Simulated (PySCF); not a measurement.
# CH3F: the cost of one run

Computed with PySCF 2.14.0 and routines of our own; the level stands in each step. Atoms count from 0.

### 1 The starting structure

5 atoms, charge 0, multiplicity 1; geometry from: GFN2-xTB.

### 2 Relaxing the molecule at PBE0-D3(BJ)/def2-SVP

What the job is given:

```
{"job": {"xc": "PBE0", "basis": "def2-SVP", "d3": "d3bj", "grid": 1, "kind": "geom"}, "charge": 0, "multiplicity": 1}
C     -0.067411     0.006612     0.005238
F      1.281501    -0.109815    -0.162936
H     -0.299426    -0.221463     1.046201
H     -0.351791     1.030308    -0.240578
H     -0.554251    -0.702790    -0.665109
```

On the command line:

```
$ OMP_NUM_THREADS=1 python excited_run.py task.json out
```

The driver reads the jobs from task.json and runs them one after another.

Q: Estimate the wall time and peak memory of this first job on 1 thread of Intel Xeon Platinum 8259CL at 2.50GHz, shared host.

About 2.8 s, with a peak of 0.25 GiB.
